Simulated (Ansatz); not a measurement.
Born–Oppenheimer molecular dynamics of AlH5O2 (8 atoms, charge 0, multiplicity 1). It starts at the highest image of a converged band, a first-order saddle point between two minima.

Level of theory: RKS revPBE-D4/def2-SVPD in Ansatz 0.2.0.

```
ensemble                      : NVE (velocity Verlet)
time step                     : 0.5 fs
steps asked                   : 200
starting velocities drawn for : 100 K
seed                          : 3406
```

First frame:

```xyz
8
Properties=species:S:1:pos:R:3
Al -0.085 0.198 0.020
H 0.042 0.049 1.790
H 1.247 -0.204 -0.740
O -1.702 -0.217 -0.499
H -1.891 -0.912 -1.145
O -0.213 1.971 0.724
H -1.103 2.373 0.710
H -0.128 1.103 1.605
```

Problem. How far do the bonds stretch over the last three quarters of this one trajectory? (Pairs bonded in most of those frames.)

Solution. 
```tsv
bond	mean (Å)	spread (Å)	shortest	longest
Al1–H3	1.590	0.026	1.55	1.63
Al1–O4	1.740	0.038	1.67	1.81
Al1–O6	1.734	0.059	1.63	1.84
H2–H8	0.767	0.012	0.75	0.79
O4–H5	0.969	0.002	0.96	0.97
O6–H7	0.969	0.007	0.96	0.98
```

Mean temperature of the second half: 921 K. The conserved energy stayed within 0.037 meV per atom of its start (net change -0.014 meV per atom), so the integration is sound. The kinetic energy rose, since the run started high on the potential surface and went downhill. It ends in pieces (AlH3O2 + H2), so much of that is their flight and rotation, not heat. A run of 0.1 ps of so small a system gives no equilibrium averages. The orbitals stay closed-shell, which can raise the energy where a bond breaks towards radicals; this wasn't checked here.

Time of the run: 4.9 min on 2 threads of Arm Neoverse V1 (shared host), peak memory 0.12 GiB.
